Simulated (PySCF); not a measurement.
Compound: PO4 (charge -3).
SMILES: `O=P([O-])([O-])[O-]`

The closed-shell ground state was solved at several levels (PySCF, density fitting, gas phase, non-relativistic). Isolated species at its PBE0-D3(BJ)/def2-SVP geometry, gas phase. Whether so highly charged an anion holds all its electrons in the gas phase wasn't checked; a finite basis holds them in any case. No counter-ion or solvent screens the charge of this multiply charged ion. The geometry's basis has no diffuse functions, a weakness for an anion. The HOMO energy is positive, so at this level the finite basis confines the outermost electrons. No diffuse functions stand in pcSseg-2, which bears on an anion's orbital energies.

```
         level  basis functions  total energy (Eh)  HOMO (eV)  LUMO (eV)  gap (eV)
  PBE/pcSseg-2              187          -641.6572      11.36      17.44      6.08
 BLYP/pcSseg-2              187          -642.0887      11.45      17.46      6.01
 OPBE/pcSseg-2              187          -641.8785      11.58      17.94      6.36
  LDA/pcSseg-2              187          -638.7787      11.07      17.17      6.10
B3LYP/pcSseg-2              187          -642.1335      10.04      17.96      7.92
B97-D/pcSseg-2              187          -641.9217      11.32      17.53      6.21
```

Problem. What might BP86/pcSseg-2 (187 basis functions) give for the same quantities?

Solution. Total energy -642.1649 Eh, HOMO 11.18 eV, LUMO 17.27 eV, gap 6.09 eV.

Problem. Over all these levels, which gives the widest orbital gap and which the narrowest?

Solution. B3LYP/pcSseg-2 (global hybrid, 20 % exact exchange) has the widest, 7.92 eV, and BLYP/pcSseg-2 (GGA) the narrowest, 6.01 eV. From the narrowest to the widest the HOMO moves by -1.41 eV and the LUMO by +0.50 eV.

B97-D is run here without its empirical dispersion term; that term would change no orbital, density or response property at a fixed geometry.
